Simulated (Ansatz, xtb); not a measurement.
# Ligand exchange: C3H6 + SiH2(SH)2 → C3H6S + SiH3(SH)

Species: C3H6 `C=CC`, singlet; SiH2(SH)2, singlet; C3H6S (allyl mercaptan) `C=CCS`, singlet; SiH3(SH) (sulfanylsilane), singlet. The partners trade H for SH: C–H and Si–SH bonds give way to C–SH and Si–H.

Shapes, held fixed at every level: PBE0-D4/def2-TZVP. Flexible molecules stand in one conformer, not always the lowest. Programs: Ansatz 0.2.0, xtb 6.7.1. The zero-point and thermal change to 298 K, harmonic and unscaled (PBE0-D4/def2-TZVP), is -6.0 kJ/mol.

Problem. Estimate ΔH(298 K) of this reaction.

Solution. The highest level, CCSD(T)/CBS estimate, gives ΔH(298 K) = +108.1 kJ/mol; the levels span +105.4 to +141.6. The column of differences is taken from that level and isn't an error. No measured value is set beside it here. The CBS estimate extrapolates MP2 from def2-TZVPP and def2-QZVPP and adds CCSD(T) − MP2 in the triple-zeta set, cores frozen. Times are processor times on shared x86 and Arm servers, and rough.

| level | kind | ΔH(298 K) (kJ/mol) | less CCSD(T)/CBS estimate | CPU time (sum over the molecules) |
| --- | --- | --- | --- | --- |
| GFN1-xTB | semi-empirical | +141.6 | +33.5 | 0.12 s |
| HF/def2-TZVPP | Hartree–Fock | +106.0 | -2.1 | – |
| PBE-D4/def2-TZVPP | GGA | +108.3 | +0.2 | 14 s |
| PBE0-D4/def2-TZVPP | global hybrid | +110.5 | +2.4 | 16 s |
| wB97M-V/def2-TZVPP | range-separated hybrid | +108.5 | +0.4 | 54 s |
| wB97X-V/def2-TZVPP | range-separated hybrid | +106.1 | -2.0 | 37 s |
| B2PLYP/def2-TZVPP | double hybrid | +107.1 | -1.0 | 27 s |
| CCSD/def2-TZVPP | coupled cluster or CI | +105.4 | -2.7 | – |
| CCSD(T)/CBS estimate | coupled cluster or CI | +108.1 | 0.0 | 4.3 min |
